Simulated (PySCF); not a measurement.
Si(CCH)H3, C2H4Si.
Geometry (PBE0-D3(BJ)/def2-SVP, Å), atoms numbered from 1 in this order:
```
atom  x, y, z in Å
Si1   -0.0002    0.0028   -1.0737
C2    -0.0046   -0.0003    0.7600
C3    -0.0004   -0.0048    1.9766
H4     0.0015   -0.0081    3.0524
H5     1.4072    0.0080   -1.5674
H6    -0.7056    1.2188   -1.5722
H7    -0.6978   -1.2163   -1.5757
```

Lines to be assigned: C 1s: 290.48 (area 1), 290.70 (area 1) eV; Si 1s: 1847.17 eV; Si 2p3/2: 107.34 eV.

Level of theory: delta-SCF UKS SCAN, pcX-2 on the ionised atom, pcseg-1 elsewhere, spin-free X2C (PySCF 2.14.0). Isolated species at its PBE0-D3(BJ)/def2-SVP geometry, gas phase.

Order the carbon atoms by C 1s binding energy.

290.48 eV: C2 (carbon bonded to C and Si); 290.70 eV: C3 (carbon bonded to C and H). The 2 C 1s values lie within 0.22 eV of each other; Gaussian lines of 0.5 eV full width would blend them into one maximum.

Bonded neighbours of each site: Si1: C and 3 H; C2: C and Si; C3: C and H.

Which photon energy gives electrons from Si 1s of Si1 a kinetic energy of 20 eV, and what is their de Broglie wavelength?

hν = 1847.17 + 20 = 1867.17 eV, recoil neglected; λ = 12.264 Å/√(E/eV) = 2.74 Å.

The unrestricted hole states depart most from a pure doublet (⟨S²⟩ = 0.75; over 0.85 named) for C 1s of C2 (0.86) and C 1s of C3 (0.85), which makes these values less certain. Spin–orbit and ligand-field terms were added within each 2p shell after the spin-free SCF. 2p1/2 minus 2p3/2 (ligand field included): Si 0.62 eV.

Time: 8.5 s. Hardware: an Arm Neoverse V1 with one thread, no GPU (shared host).
